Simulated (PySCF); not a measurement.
methanethiol cation (CH₄S), SMILES CS (connectivity only; charge and spin as stated), charge +1, multiplicity 2.

The structure is a stationary point at PBE0-D3(BJ)/def2-TZVP. The spin state was assumed, not searched.

Level of theory: TDA-ωB97X/def2-TZVPD run with PySCF.

Vertical excitations. Isolated molecule, no solvent.

Computed UV-visible absorptions:
```
state    energy (eV)  λ (nm)      f                                                                         main pairs
-------  -----------  ------  -----  ---------------------------------------------------------------------------------
root 1          2.73     454  0.001                                                                   β HOMO→LUMO 95 %
root 2          4.55     273  0.000                                                                 β HOMO−1→LUMO 91 %
root 3          5.81     214  0.054                                                                 β HOMO−2→LUMO 97 %
root 4          6.36     195  0.003                                                                 β HOMO−3→LUMO 90 %
root 5          7.43     167  0.000                                                                   α HOMO→LUMO 90 %
root 6          8.04     154  0.000                                             α HOMO−1→LUMO 34 %, β HOMO→LUMO+1 50 %
root 7          8.66     143  0.000                                                                 α HOMO→LUMO+1 84 %
root 8          9.55     130  0.001  α HOMO−1→LUMO+1 32 %, α HOMO−2→LUMO 6 %, β HOMO→LUMO+2 21 %, β HOMO−1→LUMO+1 10 %
root 9          9.69     128  0.077                                             α HOMO−1→LUMO 48 %, β HOMO→LUMO+1 35 %
root 10        10.07     123  0.001  α HOMO−2→LUMO 34 %, α HOMO−1→LUMO+1 18 %, β HOMO−1→LUMO+1 28 %, β HOMO→LUMO+2 7 %
```
Unrestricted roots are not spin-pure.
